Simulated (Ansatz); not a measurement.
Basis-set extrapolation for `N/C(O)=C\O` (PBE0-D4/def2-TZVP geometry, frozen core, Ansatz 0.2.0). Multiplicity 1, RHF reference.

```
                      def2-TZVPP   def2-QZVPP
                 HF  -282.907407  -282.920496
    MP2 correlation    -1.011669    -1.087224
CCSD(T) correlation    -1.074323      not run
```

Energies in hartree. Use E(X) = E(∞) + A·exp(−7.88·√X) for Hartree–Fock and E(X) = E(∞) + B·X^(−2.97) for correlation, with X = 3 and 4, and add CCSD(T) minus MP2 of the smaller set to the MP2 limit.

**Question.** What is the CCSD(T) energy at the basis-set limit?

**Answer.** HF limit: -282.920496 + (-0.013089) × 0.13774 = -282.92230. MP2 limit: -1.087224 + (-0.075555) × 0.74074 = -1.14319. Higher-order term: -1.074323 − (-1.011669) = -0.06265. Total: -284.12814 hartree, 91.9 kcal/mol below CCSD(T)/def2-TZVPP.
